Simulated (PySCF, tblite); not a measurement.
# N2H+: deprotonation, part 2 of 2

tblite 0.8.0 and PySCF 2.14.0. Atoms count from 0. The steps go on from the part before.

## Step 13: Single point (N₂H+): wavefunction

Geometry: PBE0-D3(BJ)/ma-def2-SVP.

Job settings and geometry (Å):

```
{"job": {"kind": "sp", "xc": "CCSD(T)", "basis": "aug-cc-pVTZ", "grid": 2}, "charge": 1, "multiplicity": 1}
N      1.079366     0.212542    -0.013098
N     -0.007670     0.100125    -0.008281
H     -1.046651    -0.007304    -0.003704
```

With the program's defaults for keys left out, this is: wavefunction single point, frozen core, gas phase.

What it wrote:

```text
final grid: 27360 points
cycle   1  E = -109.0863755223  dE =  6.638e-01  |g| = 5.803e-01  |ddm| = 3.134e+00
cycle   2  E = -109.1611780030  dE = -7.480e-02  |g| = 3.143e-01  |ddm| = 1.179e+00
cycle   3  E = -109.1753386152  dE = -1.416e-02  |g| = 9.438e-02  |ddm| = 4.288e-01
cycle   4  E = -109.1770576581  dE = -1.719e-03  |g| = 3.156e-02  |ddm| = 1.460e-01
cycle   5  E = -109.1772726726  dE = -2.150e-04  |g| = 3.764e-03  |ddm| = 6.289e-02
cycle   6  E = -109.1772802034  dE = -7.531e-06  |g| = 1.218e-03  |ddm| = 1.421e-02
cycle   7  E = -109.1772806263  dE = -4.229e-07  |g| = 2.068e-04  |ddm| = 2.859e-03
cycle   8  E = -109.1772806367  dE = -1.042e-08  |g| = 1.830e-05  |ddm| = 5.097e-04
cycle   9  E = -109.1772806368  dE = -1.003e-10  |g| = 1.820e-06  |ddm| = 5.563e-05
converged SCF energy = -109.1772806368
E(HF, exact integrals) = -109.1773393299
E(MP2) = -109.5577515741
E(CCSD) = -109.5581000731
E(CCSD(T)) = -109.5772045322
T1 diagnostic = 0.0139
```

It took 33 s on 1 thread of Arm Neoverse V1, shared host; peak memory 1 GiB.

## Step 14: Single point (N₂): wavefunction

Geometry: PBE0-D3(BJ)/ma-def2-SVP.

Job settings and geometry (Å):

```
{"job": {"kind": "sp", "xc": "CCSD(T)", "basis": "aug-cc-pVTZ", "grid": 2}, "charge": 0, "multiplicity": 1}
N     -0.008462     0.138760     0.015560
N      1.085673     0.176444    -0.065238
```

Level: wavefunction single point, frozen core, gas phase.

What it wrote:

```text
final grid: 21984 points
cycle   1  E = -108.9632669395  dE =  4.951e-02  |g| = 2.976e-01  |ddm| = 2.618e+00
cycle   2  E = -108.9829971243  dE = -1.973e-02  |g| = 9.272e-02  |ddm| = 5.375e-01
cycle   3  E = -108.9845186218  dE = -1.521e-03  |g| = 1.604e-02  |ddm| = 1.282e-01
cycle   4  E = -108.9846181868  dE = -9.956e-05  |g| = 1.964e-03  |ddm| = 3.914e-02
cycle   5  E = -108.9846193047  dE = -1.118e-06  |g| = 1.982e-04  |ddm| = 4.747e-03
cycle   6  E = -108.9846193251  dE = -2.035e-08  |g| = 4.514e-05  |ddm| = 5.066e-04
cycle   7  E = -108.9846193262  dE = -1.143e-09  |g| = 4.652e-06  |ddm| = 1.508e-04
converged SCF energy = -108.9846193262
E(HF, exact integrals) = -108.9846820750
E(MP2) = -109.3641703833
E(CCSD) = -109.3615737530
E(CCSD(T)) = -109.3807440003
T1 diagnostic = 0.0131
```

Wall time 11 s (1 thread of Arm Neoverse V1, shared host); peak memory 0.56 GiB.

## Step 15: Deprotonation: CCSD(T)/aug-cc-pVTZ

This step combines the energies above: geometries from PBE0-D3(BJ)/ma-def2-SVP, zero-point and thermal terms from PBE0-D3(BJ)/ma-def2-SVP.

Job settings and geometry (Å):

```
{"job": {"kind": "ac", "geom": {"xc": "PBE0", "basis": "ma-def2-SVP", "d3": "d3bj", "grid": 1}, "hess": 1, "level": {"xc": "CCSD(T)", "basis": "aug-cc-pVTZ"}}, "charge": 1, "multiplicity": 1}
N      1.079366     0.212542    -0.013098
N     -0.007670     0.100125    -0.008281
H     -1.046651    -0.007304    -0.003704
```

Output (the driver's rows laid out field by field):

```text
deprotonation site by site, CCSD(T)/aug-cc-pVTZ // PBE0-D3(BJ)/ma-def2-SVP

row 1
  formula                 N2
  charge                  0
  multiplicity            1
  smiles                  N#N
  kept                    yes
  pieces                  1
  point_group             Dinfh
  atom                    1
  element                 N
  electronic              515.81
  enthalpy                492.46
  free_energy             463.05
  share_gas               1.0
```

Wall time 44 s (1 thread of Arm Neoverse V1, shared host); peak memory 0.56 GiB.

Energy needed to remove a proton (kJ/mol, gas phase, 298 K for the thermal columns):

| site | product | electronic | enthalpy | free energy |
| --- | --- | --- | --- | --- |
| N1 | N#N | 515.8 | 492.5 | 463.1 |

## Step 16: Single point (N2H+): wavefunction

Geometry: PBE0-D3(BJ)/ma-def2-SVP.

Job settings and geometry (Å):

```
{"job": {"kind": "sp", "xc": "MP2", "basis": "aug-cc-pVTZ", "grid": 2}, "charge": 1, "multiplicity": 1}
N      1.079366     0.212542    -0.013098
N     -0.007670     0.100125    -0.008281
H     -1.046651    -0.007304    -0.003704
```

With the program's defaults for keys left out, this is: wavefunction single point, frozen core, gas phase.

What it wrote:

```text
final grid: 27360 points
cycle   1  E = -109.0863755223  dE =  6.638e-01  |g| = 5.803e-01  |ddm| = 3.134e+00
cycle   2  E = -109.1611780030  dE = -7.480e-02  |g| = 3.143e-01  |ddm| = 1.179e+00
cycle   3  E = -109.1753386152  dE = -1.416e-02  |g| = 9.438e-02  |ddm| = 4.288e-01
cycle   4  E = -109.1770576581  dE = -1.719e-03  |g| = 3.156e-02  |ddm| = 1.460e-01
cycle   5  E = -109.1772726726  dE = -2.150e-04  |g| = 3.764e-03  |ddm| = 6.289e-02
cycle   6  E = -109.1772802034  dE = -7.531e-06  |g| = 1.218e-03  |ddm| = 1.421e-02
cycle   7  E = -109.1772806263  dE = -4.229e-07  |g| = 2.068e-04  |ddm| = 2.859e-03
cycle   8  E = -109.1772806367  dE = -1.042e-08  |g| = 1.830e-05  |ddm| = 5.097e-04
cycle   9  E = -109.1772806368  dE = -1.003e-10  |g| = 1.820e-06  |ddm| = 5.563e-05
converged SCF energy = -109.1772806368
E(HF, exact integrals) = -109.1773393299
E(MP2) = -109.5577513908
```

Wall time 1.8 s (1 thread of Arm Neoverse V1, shared host).

## Step 17: Single point (N₂): wavefunction

Geometry: PBE0-D3(BJ)/ma-def2-SVP.

Job settings and geometry (Å):

```
{"job": {"kind": "sp", "xc": "MP2", "basis": "aug-cc-pVTZ", "grid": 2}, "charge": 0, "multiplicity": 1}
N     -0.008462     0.138760     0.015560
N      1.085673     0.176444    -0.065238
```

With the program's defaults for keys left out, this is: wavefunction single point, frozen core, gas phase.

What it wrote:

```text
final grid: 21984 points
cycle   1  E = -108.9632669395  dE =  4.951e-02  |g| = 2.976e-01  |ddm| = 2.618e+00
cycle   2  E = -108.9829971243  dE = -1.973e-02  |g| = 9.272e-02  |ddm| = 5.375e-01
cycle   3  E = -108.9845186218  dE = -1.521e-03  |g| = 1.604e-02  |ddm| = 1.282e-01
cycle   4  E = -108.9846181868  dE = -9.956e-05  |g| = 1.964e-03  |ddm| = 3.914e-02
cycle   5  E = -108.9846193047  dE = -1.118e-06  |g| = 1.982e-04  |ddm| = 4.747e-03
cycle   6  E = -108.9846193251  dE = -2.035e-08  |g| = 4.514e-05  |ddm| = 5.066e-04
cycle   7  E = -108.9846193262  dE = -1.143e-09  |g| = 4.652e-06  |ddm| = 1.508e-04
converged SCF energy = -108.9846193262
E(HF, exact integrals) = -108.9846820750
E(MP2) = -109.3641700730
```

It took 0.83 s on 1 thread of Arm Neoverse V1, shared host.

## Step 18: Deprotonation: MP2/aug-cc-pVTZ

This step combines the energies above: geometries from PBE0-D3(BJ)/ma-def2-SVP, zero-point and thermal terms from PBE0-D3(BJ)/ma-def2-SVP.

Job settings and geometry (Å):

```
{"job": {"kind": "ac", "geom": {"xc": "PBE0", "basis": "ma-def2-SVP", "d3": "d3bj", "grid": 1}, "hess": 1, "level": {"xc": "MP2", "basis": "aug-cc-pVTZ"}}, "charge": 1, "multiplicity": 1}
N      1.079366     0.212542    -0.013098
N     -0.007670     0.100125    -0.008281
H     -1.046651    -0.007304    -0.003704
```

Output (the driver's rows laid out field by field):

```text
deprotonation site by site, MP2/aug-cc-pVTZ // PBE0-D3(BJ)/ma-def2-SVP

row 1
  formula                 N2
  charge                  0
  multiplicity            1
  smiles                  N#N
  kept                    yes
  pieces                  1
  point_group             Dinfh
  atom                    1
  element                 N
  electronic              508.25
  enthalpy                484.9
  free_energy             455.49
  share_gas               1.0
```

Wall time 2.7 s (1 thread of Arm Neoverse V1, shared host).

Energy needed to remove a proton (kJ/mol, gas phase, 298 K for the thermal columns):

| site | product | electronic | enthalpy | free energy |
| --- | --- | --- | --- | --- |
| N1 | N#N | 508.2 | 484.9 | 455.5 |

## Step 19: Single point (N₂H+): HF/aug-cc-pVTZ

Geometry: PBE0-D3(BJ)/ma-def2-SVP.

Job settings and geometry (Å):

```
{"job": {"kind": "sp", "xc": "HF", "basis": "aug-cc-pVTZ", "grid": 2}, "charge": 1, "multiplicity": 1}
N      1.079366     0.212542    -0.013098
N     -0.007670     0.100125    -0.008281
H     -1.046651    -0.007304    -0.003704
```

What it wrote:

```text
final grid: 27360 points
cycle   1  E = -109.0863755223  dE =  6.638e-01  |g| = 5.803e-01  |ddm| = 3.134e+00
cycle   2  E = -109.1611780030  dE = -7.480e-02  |g| = 3.143e-01  |ddm| = 1.179e+00
cycle   3  E = -109.1753386152  dE = -1.416e-02  |g| = 9.438e-02  |ddm| = 4.288e-01
cycle   4  E = -109.1770576581  dE = -1.719e-03  |g| = 3.156e-02  |ddm| = 1.460e-01
cycle   5  E = -109.1772726726  dE = -2.150e-04  |g| = 3.764e-03  |ddm| = 6.289e-02
cycle   6  E = -109.1772802034  dE = -7.531e-06  |g| = 1.218e-03  |ddm| = 1.421e-02
cycle   7  E = -109.1772806263  dE = -4.229e-07  |g| = 2.068e-04  |ddm| = 2.859e-03
cycle   8  E = -109.1772806367  dE = -1.042e-08  |g| = 1.830e-05  |ddm| = 5.097e-04
cycle   9  E = -109.1772806368  dE = -1.003e-10  |g| = 1.820e-06  |ddm| = 5.563e-05
converged SCF energy = -109.1772806368
```

Wall time 0.25 s (1 thread of Arm Neoverse V1, shared host).

## Step 20: Single point (N2): HF/aug-cc-pVTZ

Geometry: PBE0-D3(BJ)/ma-def2-SVP.

Job settings and geometry (Å):

```
{"job": {"kind": "sp", "xc": "HF", "basis": "aug-cc-pVTZ", "grid": 2}, "charge": 0, "multiplicity": 1}
N     -0.008462     0.138760     0.015560
N      1.085673     0.176444    -0.065238
```

What it wrote:

```text
final grid: 21984 points
cycle   1  E = -108.9632669395  dE =  4.951e-02  |g| = 2.976e-01  |ddm| = 2.618e+00
cycle   2  E = -108.9829971243  dE = -1.973e-02  |g| = 9.272e-02  |ddm| = 5.375e-01
cycle   3  E = -108.9845186218  dE = -1.521e-03  |g| = 1.604e-02  |ddm| = 1.282e-01
cycle   4  E = -108.9846181868  dE = -9.956e-05  |g| = 1.964e-03  |ddm| = 3.914e-02
cycle   5  E = -108.9846193047  dE = -1.118e-06  |g| = 1.982e-04  |ddm| = 4.747e-03
cycle   6  E = -108.9846193251  dE = -2.035e-08  |g| = 4.514e-05  |ddm| = 5.066e-04
cycle   7  E = -108.9846193262  dE = -1.143e-09  |g| = 4.652e-06  |ddm| = 1.508e-04
converged SCF energy = -108.9846193262
```

It took 0.14 s on 1 thread of Arm Neoverse V1, shared host.

## Step 21: Deprotonation: HF/aug-cc-pVTZ

This step combines the energies above: geometries from PBE0-D3(BJ)/ma-def2-SVP, zero-point and thermal terms from PBE0-D3(BJ)/ma-def2-SVP.

Job settings and geometry (Å):

```
{"job": {"kind": "ac", "geom": {"xc": "PBE0", "basis": "ma-def2-SVP", "d3": "d3bj", "grid": 1}, "hess": 1, "level": {"xc": "HF", "basis": "aug-cc-pVTZ"}}, "charge": 1, "multiplicity": 1}
N      1.079366     0.212542    -0.013098
N     -0.007670     0.100125    -0.008281
H     -1.046651    -0.007304    -0.003704
```

Output (the driver's rows laid out field by field):

```text
deprotonation site by site, HF/aug-cc-pVTZ // PBE0-D3(BJ)/ma-def2-SVP

row 1
  formula                 N2
  charge                  0
  multiplicity            1
  smiles                  N#N
  kept                    yes
  pieces                  1
  point_group             Dinfh
  atom                    1
  element                 N
  electronic              505.83
  enthalpy                482.49
  free_energy             453.08
  share_gas               1.0
```

It took 0.45 s on 1 thread of Arm Neoverse V1, shared host.

Energy needed to remove a proton (kJ/mol, gas phase, 298 K for the thermal columns):

| site | product | electronic | enthalpy | free energy |
| --- | --- | --- | --- | --- |
| N1 | N#N | 505.8 | 482.5 | 453.1 |

## Step 22: Summary of results

The summary covers parts 1 to 2.

```
                                           quantity                  value
          strongest single infrared mode (GFN2-xTB)  3186 cm⁻¹, 292 km/mol
                       zero-point energy (GFN2-xTB)          10.2 kcal/mol
                                        point group                  Cinfv
               rotational constants (main isotopes)       46.69, 46.69 GHz
ΔH of deprotonation, N1 (wB97X-D3(BJ)/ma-def2-TZVP)           492.2 kJ/mol
      ΔH of deprotonation, N1 (CCSD(T)/aug-cc-pVTZ)           492.5 kJ/mol
          ΔH of deprotonation, N1 (MP2/aug-cc-pVTZ)           484.9 kJ/mol
           ΔH of deprotonation, N1 (HF/aug-cc-pVTZ)           482.5 kJ/mol
```

What this shows: No mode is imaginary among the 4: a minimum at this level. The strongest single mode, at 3186 cm⁻¹, moves mainly H2. Unscaled tight-binding wavenumbers are off by several per cent, some by more. Its intensities can rank the bands wrongly. The optimisation took 2 steps and gained 0.017 eV; among the close pairs (by a distance rule), N1–H2 changed most, from 1.031 to 1.045 Å (PBE0/ma-def2-SVP). The ΔH of deprotonation at N1 is 492.2 kJ/mol at wB97X-D3(BJ)/ma-def2-TZVP; zero-point and thermal terms move it by -23.4 kJ/mol from the electronic value.
